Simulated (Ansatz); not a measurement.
CH6Si (SMILES C[SiH3]) moved off its minimum; all values from Ansatz (a program for electronic structure), cores frozen in correlated methods.
(charge 0, multiplicity 1)
```xyz
8

Si    -0.5606     0.1163    -0.0826
C      1.2130    -0.1470     0.1079
H     -1.2787    -0.7511    -0.9969
H     -1.0302     1.5071    -0.3093
H     -1.1985    -0.1860     1.2677
H      1.5066    -1.2876     0.1732
H      1.6663     0.4377     0.8611
H      1.6912     0.1243    -0.9465
```

Question: Give the forces (eV/Å), the total energy and the dipole at CCSD(T)/cc-pV(T+d)Z.

Answer: 
```tsv
atom	Fx	Fy	Fz
Si1	-2.254	0.274	1.868
C2	2.326	-2.456	-3.750
H3	0.060	-0.376	-0.647
H4	0.404	0.063	-0.288
H5	0.196	0.025	-0.446
H6	-0.702	2.197	0.312
H7	0.605	0.504	0.850
H8	-0.635	-0.231	2.101
```
Energy -330.6762 hartree, dipole 1.29 D.
